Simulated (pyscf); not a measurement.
PySCF, gas phase, ωB97X-D3(BJ)/def2-SVP geometries.

Question: Estimate by transition-state theory the rate constant of H₃Si–PH–SiH₃ (SMILES [SiH3]P[SiH3]) + H₂ (SMILES [H][H]) → H₃Si–PH₂ (SMILES [SiH3]P) + SiH₄ (SMILES [SiH4]) (singlet surface; P–Si, H–H broken, H–P, H–Si formed) at 1200 K, with ωB97M-D3(BJ)/def2-TZVP energies (ideal gas, 1 atm, RRHO with modes under 100 cm⁻¹ raised to 100, one conformer, R ln 2 for chiral ones without a mode under 150 cm⁻¹; no tunnelling).

Answer: The electronic barrier is 64.2 kcal/mol and the thermal terms add +34.6, so ΔG‡ = 98.8 kcal/mol. With k_BT/h = 2.50e+13 s⁻¹ and RT = 2.385 kcal/mol, and a volume of 1.64e-19 cm³ per molecule at 1 atm, k = 4.2e-24 cm³ molecule⁻¹ s⁻¹. Wigner's tunnelling factor for 1646i cm⁻¹ would be 1.16. A shift of 1 kcal/mol in the barrier changes k by a factor 1.5. This is the saddle that the search found; another between the same sides may lie lower.
